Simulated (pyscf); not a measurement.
H₃C–ZnH (SMILES [CH3][ZnH]) + H₃C–OH (SMILES CO) → CH₄ (SMILES C) + H₃C–O–ZnH (SMILES C[O][ZnH]), a four-centre exchange (singlet surface; C–Zn, H–O broken, C–H, O–Zn formed). Single points on ωB97X-D3(BJ)/def2-SVP structures (PySCF, gas phase). Energies in kcal/mol from the separated reactants.

Small-basis levels: PySCF, no dispersion term, spherical d functions. 

**Question.** Quick B3LYP/6-31G*+LANL2DZ single points give ΔE‡ = 9.1 kcal/mol and ΔE = -22.3 kcal/mol. What does ωB97M-D3(BJ)/def2-TZVP give, and how far is the quick result from it?

**Answer.** ωB97M-D3(BJ)/def2-TZVP gives ΔE‡ = 17.8 kcal/mol and ΔE = -14.2 kcal/mol. B3LYP/6-31G*+LANL2DZ lies 8.7 kcal/mol under it in the barrier and 8.1 kcal/mol under it in the reaction energy, so on this step it does not hold to within 3.0 kcal/mol. ωB97M-D3(BJ)/def2-TZVP has limits of its own. On the reactant side the descent ends in an adduct with a O–Zn contact, 9.1 kcal/mol under the separated species and 25.9 kcal/mol under the saddle at ωB97X-D3(BJ)/def2-TZVP. What is counted as formed (O–Zn) is already present as a longer contact in the reactant adduct; forming that adduct is a step of its own. One saddle was located; it need not be the lowest between these sides. In the def2 sets elements up to Kr have no core potential.
